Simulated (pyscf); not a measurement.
Optimised with ωB97X-D3(BJ)/def2-SVP in PySCF. MP2 and CC: frozen core, UHF for open shells. ΔMP2 is the change of the MP2 total energy from the triple- to the quadruple-zeta basis.

SMILES: S[Si](Cl)(Cl)Cl
```xyz
6

S      1.0413     1.0885    -0.7827
Si     0.9905    -0.6594     0.3875
Cl     1.1571    -0.2488     2.3792
Cl    -0.7437    -1.7027     0.1284
Cl     2.5663    -1.7994    -0.2082
H     -0.0503     1.6168    -0.1921
```
Charge 0, spin multiplicity 1.

Problem. How much does it cost (ΔH, 298 K, CCSD(T)/def2-TZVPP + ΔMP2(QZVPP)) to split HS–Si(Cl)(Cl)–Cl (SMILES S[Si](Cl)(Cl)Cl) at its S–Si bond into SH• + Cl–Si•(Cl)–Cl?

Solution. S–Si to SH• + Cl–Si•(Cl)–Cl: 374.2 kJ/mol. The CCSD(T) − MP2 part came from Ansatz, without density fitting, on the same reference. Left out: the spin-orbit lowering of SH.
